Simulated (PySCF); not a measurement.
Species: C3H4ClN.
Geometry (PBE0-D3(BJ)/def2-SVP, Å), atoms numbered from 1 in this order:
```
atom  x, y, z in Å
C1    -1.6282    0.0006   -0.2083
N2    -0.6472    0.3590   -0.9257
C3     0.6140    0.5254   -0.3755
C4     1.2220   -0.3948    0.3889
Cl5    2.8339   -0.2094    0.9635
H6    -1.5571   -0.1241    0.8895
H7    -2.6011   -0.1889   -0.6818
H8     1.1489    1.4311   -0.6805
H9     0.7582   -1.3511    0.6423
```

Computed with MP2 and CCSD/aug-cc-pVDZ in PySCF, restricted Hartree–Fock reference, frozen core, non-relativistic, gas phase, PBE0-D3(BJ)/def2-SVP geometry.

E(HF) = -629.85133 Eh.

**Question.** How large is the problem?

**Answer.** 155 basis functions and 46 electrons; 9 orbitals frozen, which leaves o = 14 correlated occupied and v = 132 virtual orbitals. That is o·v = 1848 singles and o·v(o·v + 1)/2 = 1708476 distinct closed-shell doubles amplitudes before symmetry; the costliest CCSD step grows as o²v⁴ = 6.0 × 10^10.

**Question.** What are the MP2 and CCSD correlation energies?

**Answer.** MP2 -0.7262 Eh and CCSD -0.7678 Eh, which gives totals of -630.57750 and -630.61910 Eh. That is 0.746 eV for each correlated electron at CCSD (2016 kJ/mol in all, 0.122 % of the total energy); MP2 gives 94.6 % of the CCSD value.

**Question.** What is the T1 diagnostic?

**Answer.** 0.0132, below the customary warning level of 0.02. It is the norm of the spatial-orbital singles amplitudes over the root of the number of correlated electrons, so the norm is 0.070.

**Question.** How does correlation change the dipole moment?

**Answer.** HF gives 2.47 D and CCSD (unrelaxed density) 2.01 D, a change of -0.46 D.

No triples correction and no basis-set extrapolation were made.

One conformer stands for the species.
